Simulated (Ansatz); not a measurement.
The same path of BClFH + H2 (6 atoms, charge 0, multiplicity 1) was run twice with different band settings. Lost on the way: B1–F2, H5–H6. Made: B1–H5, F2–H6.

All numbers below come from RKS PBE0-D4/def2-SVP (Ansatz).

Relaxed end points:

```xyz
6
Properties=species:S:1:pos:R:3
B 0.010 -0.505 -0.036
F 0.035 -0.910 1.211
Cl 1.510 -0.432 -0.928
H -1.031 -0.201 -0.554
H 0.503 2.364 0.807
H 0.121 2.147 1.429
```

```xyz
6
Properties=species:S:1:pos:R:3
B -0.056 0.594 -0.238
F -0.075 0.339 1.694
Cl 1.602 -0.080 -0.464
H -0.963 -0.144 -0.513
H -0.143 1.791 -0.253
H 0.784 -0.035 1.702
```

Common settings: spring 5.0 eV/Å²; optimiser quadratic models (default); start path through a guess of the saddle point; force threshold 0.03 eV/Å; end points relaxed.

| run | movable images | climbing image | iteration limit |
| --- | --- | --- | --- |
| 1 | 9 | yes | 55 |
| 2 | 6 | no | 60 |

Question: What does each run give, and how far can it be trusted?

Answer: Run 1: converged after 37 iterations, highest image 1.795 eV above the first end. A vibrational analysis at the climbing image gives one clearly imaginary mode, 1123i cm⁻¹: a first-order saddle point.
Run 2: converged after 21 iterations, highest image 1.552 eV above the first end. Neighbouring images differ by up to 1.3 eV, so the band resolves the path poorly. No image climbed, so the highest image needn't sit at the top of the path.
The orbitals stay closed-shell, which can raise the energy where a bond breaks towards radicals; this wasn't checked here.
